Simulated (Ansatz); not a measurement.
Process, species as SMILES: CCl (CH3-Cl) → [CH2-]Cl + H+
B3LYP-D3(BJ)/def2-TZVP geometries, fixed; electronic energies without zero-point terms.

Basis-set convergence of the deprotonation energy at r2SCAN with Ansatz (a first-principles code). Cartesian d functions, on some or all atoms, in 6-31G*, 6-31+G*, 6-31G**; all else is spherical. The program fits the integrals of some runs and decomposes those of others, by size. No added dispersion term, no relativity. Functions are those of the species that has most. Reference: the value in aug-pcseg-3, 405.38 kcal/mol, itself unsure by roughly 0.24 kcal/mol (its mean distance from aug-cc-pV(Q+d)Z, def2-QZVPPD).

```csv
basis,functions,deprotonation energy (kcal/mol)
pcseg-0,28,409.50
6-31G*,40,419.12
pcseg-1,47,408.15
6-31+G*,48,405.76
6-31G**,49,[?]
cc-pV(D+d)Z,52,[?]
def2-SVPD,71,405.45
def2-TZVP,86,408.46
"6-311++G(2d,2p)",92,404.58
pcseg-2,106,407.62
def2-TZVPD,110,405.55
cc-pV(T+d)Z,111,410.07
def2-TZVPP,115,[?]
def2-TZVPPD,139,405.84
aug-pcseg-2,165,[?]
aug-cc-pV(Q+d)Z,307,405.28
aug-pcseg-3,321,405.38
pcseg-4,389,405.55
```

Q: Fill in the missing entries.

A: 
- 6-31G**, deprotonation energy (kcal/mol): 419.38
- cc-pV(D+d)Z, deprotonation energy (kcal/mol): 413.83
- def2-TZVPP, deprotonation energy (kcal/mol): 408.69
- aug-pcseg-2, deprotonation energy (kcal/mol): 405.23
